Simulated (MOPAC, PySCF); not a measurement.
C2H3N, SMILES `CC#N`, neutral singlet in the gas phase. 

Cartesian coordinates (Å):
```xyz
6

C     -0.4877     0.0057     0.0034
C      0.9657    -0.0113    -0.0067
N      2.1281    -0.0248    -0.0148
H     -0.8822    -0.7017    -0.7391
H     -0.8652    -0.2792     0.9951
H     -0.8587     1.0113    -0.2380
```
Charge 0, spin multiplicity 1.

All levels are single points at this geometry (PBE-D3(BJ)/def2-TZVP); Pople sets use spherical d functions. Orbital energies aren't observables, and empty levels follow the basis.

HF/STO-3G in PySCF gives gap (eV) = 20.59.

Estimate the gap (eV) from each of these levels: PBE-D3(BJ)/def2-TZVP in PySCF; B3LYP/3-21G in PySCF; B3LYP/6-311+G** in PySCF; B3LYP/6-31G* in PySCF; BP86/6-31G* in PySCF; M06-2X/6-31G* in PySCF; SVWN5/6-31G* in PySCF; HF/3-21G in PySCF; AM1 in MOPAC; PM3 in MOPAC; PM6 in MOPAC; PM7 in MOPAC.


```csv
level,gap (eV)
PBE-D3(BJ)/def2-TZVP in PySCF,7.73
B3LYP/3-21G in PySCF,10.16
B3LYP/6-311+G** in PySCF,8.88
B3LYP/6-31G* in PySCF,9.82
BP86/6-31G* in PySCF,7.83
M06-2X/6-31G* in PySCF,12.89
SVWN5/6-31G* in PySCF,7.80
HF/3-21G in PySCF,18.12
AM1 in MOPAC,14.23
PM3 in MOPAC,13.73
PM6 in MOPAC,14.09
PM7 in MOPAC,13.99
```
